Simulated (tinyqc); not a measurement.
Starting guesses with plain Roothaan steps: SCF starting guesses in the sto-6g basis, for CH2, spin multiplicity 3. Computed by the program tinyqc with PySCF. 

Geometry (angstrom):
```
atom       x        y       z
C     0.0000   0.0000  0.0000
H     0.0000   1.1250  0.8490
H     0.0000  -1.1250  0.8490
```

lowest solution found by these runs and by PySCF with stability checks = -38.697181 hartree

UHF with one setting changed at a time; a run stops when the energy changes by less than 1e-09 hartree and the error matrix is below 1e-5. Starts: the lowest orbitals of the core Hamiltonian, of the Wolfsberg-Helmholz matrix (K = 1.75), projected atomic densities, random orbitals, and the highest orbitals of the core Hamiltonian (a deliberately bad start).

Largest element of the error matrix X^T (FDS - SDF) X:
```
iteration     core  Wolfsberg-Helmholz  atomic densities   random  highest core orbitals
1          2.2e-01             2.1e-01           2.6e-01  3.2e+00                1.7e-01
2          9.2e-02             4.7e-02           4.7e-02  2.3e-01                2.3e-01
3          1.6e-02             1.7e-02           2.7e-02  6.8e-02                1.6e-01
4          5.7e-03             8.1e-03           1.5e-02  3.9e-02                2.9e-02
5          3.0e-03             3.9e-03           7.8e-03  2.0e-02                1.1e-02
6          2.3e-03             1.8e-03           5.9e-03  1.1e-02                5.0e-03
8          1.5e-03             7.3e-04           4.0e-03  3.5e-03                2.1e-03
10         1.1e-03             4.4e-04           3.0e-03  1.4e-03                1.2e-03
14         6.4e-04             2.3e-04           1.7e-03  7.1e-04                5.2e-04
20         2.6e-04             9.4e-05           6.9e-04  3.2e-04                2.0e-04
30         5.8e-05             2.1e-05           1.5e-04  8.1e-05                4.5e-05
45         6.1e-06                   -           1.6e-05  1.1e-05                      -
```

How each run ends:
```
run                    iterations  E (hartree)         state
core                           45    -38.69718  lowest found
Wolfsberg-Helmholz             38    -38.69718  lowest found
atomic densities               51    -38.69718  lowest found
random                         48    -38.69718  lowest found
highest core orbitals          43    -38.69718  lowest found
```

5 of 5 runs reach the lowest solution found, in 38 to 51 iterations (fastest: Wolfsberg-Helmholz). The first errors are 2e-01, 2e-01, 3e-01, 3e+00, 2e-01; the deliberately bad start has the smallest one, so a small first error does not mark a good start.
